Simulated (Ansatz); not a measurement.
# CH₆AlO+: single points off equilibrium

The atoms stand at a structure displaced at random from a GFN2-xTB minimum. How far do the functionals agree with CCSD(T) there?

Computed with Ansatz 0.2.0, Gaussian basis. Level: single points in def2-TZVPP.

Cores are frozen in the correlated methods.

## 1. Starting geometry

SMILES `[OH2+][CH2][AlH2]`, 9 atoms, charge 1, spin multiplicity 1.

Atoms are counted from 1 here; the program's logs count them from 0.

Bond lengths: O1–C2 1.522 Å, O1–H4 0.908 Å, O1–H5 1.005 Å, C2–Al3 2.120 Å, C2–H6 1.113 Å, C2–H7 1.166 Å, Al3–H8 1.359 Å. Angles: C2–O1–H4 110.6°, C2–O1–H5 94.6°, H4–O1–H5 112.0°, O1–C2–Al3 107.2°, O1–C2–H6 114.9°, O1–C2–H7 106.8°, Al3–C2–H6 116.0°, Al3–C2–H7 111.5°, H6–C2–H7 100.0°, C2–Al3–H8 143.7°.

As a file:

```csv
atom,x (Å),y (Å),z (Å)
O1,0.0365,0.1796,-1.4617
C2,0.5511,0.5948,-0.0913
Al3,-0.1598,-0.8341,1.3035
H4,-0.2712,0.9014,-1.9193
H5,-0.7130,-0.3825,-1.0988
H6,0.3755,1.6622,0.1710
H7,1.7151,0.5897,-0.1531
H8,-0.0548,-1.2520,2.5928
H9,-1.2577,-1.5167,0.1187
```

## 2. CCSD(T)/def2-TZVPP

The input, run/in.yaml:

```yaml
crystal:
  periodic: [false, false, false]
  atoms:
    - {symbol: O, position_ang: [0.036500, 0.179600, -1.461700]}
    - {symbol: C, position_ang: [0.551100, 0.594800, -0.091300]}
    - {symbol: Al, position_ang: [-0.159800, -0.834100, 1.303500]}
    - {symbol: H, position_ang: [-0.271200, 0.901400, -1.919300]}
    - {symbol: H, position_ang: [-0.713000, -0.382500, -1.098800]}
    - {symbol: H, position_ang: [0.375500, 1.662200, 0.171000]}
    - {symbol: H, position_ang: [1.715100, 0.589700, -0.153100]}
    - {symbol: H, position_ang: [-0.054800, -1.252000, 2.592800]}
    - {symbol: H, position_ang: [-1.257700, -1.516700, 0.118700]}
basis:
  gaussian: {orbitals: def2-TZVPP}
total_charge: 1
correlation: {method: ccsd_t}
output: {forces: true}
```

No record of the launch command was kept for these runs.

## 3. PBE0-D4/def2-TZVPP

run/in.yaml: that of step 2 with these lines changed.

```diff
@@ -15,3 +15,3 @@
 total_charge: 1
-correlation: {method: ccsd_t}
-output: {forces: true}
+hamiltonian: {xc: pbe0, dispersion: d4}
+output: {forces: true, orbitals: {seedname: orbitals}}
```

## 4. wB97M-V/def2-TZVPP

run/in.yaml: that of step 3 with these lines changed.

```diff
@@ -15,3 +15,3 @@
 total_charge: 1
-hamiltonian: {xc: pbe0, dispersion: d4}
-output: {forces: true, orbitals: {seedname: orbitals}}
+hamiltonian: {xc: {name: wB97M-V}}
+output: {forces: true}
```

## 5. r2SCAN-D4/def2-TZVPP

run/in.yaml: that of step 4 with these lines changed.

```diff
@@ -15,3 +15,3 @@
 total_charge: 1
-hamiltonian: {xc: {name: wB97M-V}}
+hamiltonian: {xc: r2scan, dispersion: d4}
 output: {forces: true}
```

## 6. PBE-D4/def2-TZVPP

run/in.yaml: that of step 5 with these lines changed.

```diff
@@ -15,3 +15,3 @@
 total_charge: 1
-hamiltonian: {xc: r2scan, dispersion: d4}
+hamiltonian: {xc: pbe, dispersion: d4}
 output: {forces: true}
```

## 7. BLYP-D4/def2-TZVPP

run/in.yaml: that of step 6 with these lines changed.

```diff
@@ -15,3 +15,3 @@
 total_charge: 1
-hamiltonian: {xc: pbe, dispersion: d4}
+hamiltonian: {xc: {name: BLYP}, dispersion: d4}
 output: {forces: true}
```

## 8. revPBE-D4/def2-TZVPP

run/in.yaml: that of step 7 with these lines changed.

```diff
@@ -15,3 +15,3 @@
 total_charge: 1
-hamiltonian: {xc: {name: BLYP}, dispersion: d4}
+hamiltonian: {xc: {name: revPBE}, dispersion: d4}
 output: {forces: true}
```

(Steps that only read results are left out.)

**Question.** What will these runs give? Wanted: energy less free atoms, CCSD(T)/def2-TZVPP; RMS force component; RMS force error; HOMO and LUMO, PBE0-D4; T1 diagnostic.

As calculated:

| quantity | value |
| --- | --- |
| energy less free atoms, CCSD(T)/def2-TZVPP | -1892.4 kJ/mol |
| RMS force component | 2.092 to 2.117 eV/Å over the methods |
| RMS force error | PBE0-D4 0.112, wB97M-V 0.064, r2SCAN-D4 0.103, PBE-D4 0.252, BLYP-D4 0.238, revPBE-D4 0.245 eV/Å |
| HOMO and LUMO, PBE0-D4 | -13.26 and -6.37 eV |
| T1 diagnostic | 0.010 |

In words: Against CCSD(T) the functionals' energies less atoms differ by -79.3 to -16.8 kJ/mol, PBE-D4 by -79.3 kJ/mol. The reference is not at the basis limit: in triple zeta CCSD(T) underbinds, which counts against methods that bind more; the gaps are no ranking. On forces the order runs from wB97M-V to PBE-D4. Frozen-core CCSD(T) forces in triple zeta carry basis errors of their own, and this is one geometry, so small gaps rank nothing.
